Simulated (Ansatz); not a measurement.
Geometry optimisation, RKS B3LYP-D4/def2-SVP in Ansatz.

input.yaml

```yaml
crystal:
  periodic: [false, false, false]
  atoms:
    - { symbol: C, position_ang: [-0.19388, 0.88889, 0.55088] }
    - { symbol: O, position_ang: [1.01369, 0.20756, 0.40096] }
    - { symbol: C, position_ang: [1.03947, -0.98972, -0.40142] }
    - { symbol: "N", position_ang: [-0.17121, -1.2399, -0.88223] }
    - { symbol: H, position_ang: [-0.95887, 0.24861, 1.01358] }
    - { symbol: H, position_ang: [-0.01403, 1.76542, 1.1911] }
    - { symbol: H, position_ang: [-0.589, 1.22015, -0.42045] }
    - { symbol: H, position_ang: [-0.12617, -2.10102, -1.45242] }
total_charge: -1
basis:
  gaussian: { orbitals: def2-SVP }
hamiltonian:
  xc: b3lyp
  dispersion: d4
relax:
  f_tol: 0.02
  max_steps: 50
```

Launched with:

```bash
$ ansatz run input.yaml --threads 1 --pin off --max-ram 2048MiB --backend cpu --events-out ev --progress --plain --runs-dir out
```

Task: Where does it end, and by what steps?

Result: The run converged. Limits of this set-up: an anion without diffuse functions, the dipole of an ion depends on the origin. After 5 steps the energy has fallen by 0.042 eV; H8 moved furthest, 0.04 Å.

| step | energy less start (eV) | largest force component (eV/Å) | accepted |
| --- | --- | --- | --- |
| 0 | 0.0000 | 1.079 | yes |
| 1 | -0.0369 | 0.416 | yes |
| 2 | -0.0412 | 0.097 | yes |
| 3 | -0.0415 | 0.038 | yes |
| 4 | -0.0415 | 0.022 | yes |
| 5 | -0.0416 | 0.012 | yes |

```xyz
8
Properties=species:S:1:pos:R:3
C -0.188 0.886 0.550
O 1.021 0.189 0.391
C 1.022 -1.007 -0.417
N -0.175 -1.236 -0.879
H -0.985 0.266 1.013
H 0.007 1.766 1.196
H -0.617 1.230 -0.414
H -0.086 -2.093 -1.440
```

Whether the end is a true minimum wasn't checked by a vibrational analysis.

The run took 13 s on 1 thread of Intel(R) Xeon(R) Platinum 8488C (Sapphire Rapids), on a shared host, peak memory 0.18 GiB.
